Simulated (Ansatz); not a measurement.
A nudged elastic band was laid between two geometries of C₂H₄NO (8 atoms, charge -1, multiplicity 1).

Computed with RKS PBE0-D4/def2-SVP in Ansatz 0.2.0.

```yaml
movable_images: 7
climbing_image: yes
spring: 5.0 eV/Å²
optimiser: quadratic models (default)
start_path: IDPP
force_threshold: 0.05 eV/Å
iteration_limit: 60
end_points: relaxed
```

Initial state:

```xyz
8
Properties=species:S:1:pos:R:3
C -0.184 0.877 0.545
O 1.020 0.188 0.390
C 1.016 -0.993 -0.410
N -0.180 -1.220 -0.871
H -0.978 0.252 1.003
H 0.007 1.757 1.190
H -0.611 1.215 -0.421
H -0.089 -2.076 -1.427
```

Final state:

```xyz
8
Properties=species:S:1:pos:R:3
C -0.406 1.123 0.399
O 0.482 0.330 -0.281
C 0.151 -1.081 -0.219
N 1.042 -1.729 -0.895
H -1.186 0.486 0.870
H 0.087 1.721 1.201
H -0.917 1.859 -0.267
H 0.747 -2.708 -0.808
```

Question: What changes between the two ends?

Answer: No bond is made or broken. The dihedral C1–O2–C3–N4 goes from 0 to 180°.

Question: What energy profile does the band end with?

Answer: The forces met the threshold. The highest image is number 3 of 0 to 8, 0.36 eV above the first end and 0.29 eV above the last; the last end lies 0.07 eV above the first. A vibrational analysis at the climbing image gives one clearly imaginary mode, 165i cm⁻¹: a first-order saddle point. Limits of this set-up: an anion without diffuse functions, the dipole of an ion depends on the origin.

```
image  path coordinate (Å)  energy (eV)  dihedral C1–O2–C3–N4 (°)
    0                 0.00         0.00                         0
    1                 0.44         0.02                         3
    2                 0.89         0.22                        41
    3                 1.33         0.36                        83
    4                 1.72         0.31                       111
    5                 2.12         0.21                       135
    6                 2.52         0.11                       158
    7                 2.91         0.08                       171
    8                 3.31         0.07                       180
```

Question: What is the geometry of the highest image?

Answer: 
```xyz
8
Properties=species:S:1:pos:R:3
C -0.227 0.914 0.594
O 0.919 0.219 0.322
C 0.604 -1.190 -0.078
N 0.321 -1.171 -1.334
H -0.896 0.373 1.314
H 0.022 1.897 1.048
H -0.856 1.112 -0.306
H 0.114 -2.153 -1.560
```

Question: What are the harmonic wavenumbers there?

Answer: 165i, 204, 335, 604, 724, 918, 1173, 1186, 1199, 1231, 1418, 1443, 1489, 1607, 2858, 2921, 2995, 3396 cm⁻¹.

Time of the run: 57 s on 1 thread of AMD EPYC 9R45 96-Core Processor (Zen 5), on a shared host, peak memory 0.16 GiB.
